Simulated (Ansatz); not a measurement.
**C₃H₃FO, singlet: CASSCF and its corrections**

Computed with Ansatz's Gaussian-basis code (development build). Basis cc-pVTZ, nonrelativistic, no frozen core. State-specific CASSCF; RHF is the lowest restricted (open-shell) Hartree–Fock solution met. Solutions may break the symmetry of the shape. No proof that the lowest CASSCF solution was found.

Geometry:

```xyz
8

F     0.0000   -2.1466   -0.8862
C     0.0000   -0.8060   -0.8304
C     0.0000   -0.1363    0.3257
C     0.0000    1.3276    0.2994
O     0.0000    2.0274    1.3066
H     0.0000   -0.3508   -1.8169
H     0.0000   -0.6498    1.2813
H     0.0000    1.7893   -0.7098
```

Q: What do CASSCF and its corrections give against RHF in CAS(4,4), and what are the occupations?

A: CASSCF -1.645 eV, SC-NEVPT2 -27.785 eV; occupations 1.94, 1.90, 0.11, 0.06.

Q: Roughly how much CPU time does a whole run from the default start take (median of such runs, summed over threads; nearly all runs on one pinned thread of a shared server, mostly Xeon at 2.3 to 2.6 GHz, by a development driver)?

A: CAS(4,4): about 13 s. Other jobs ran beside these, and the count of passes differs.
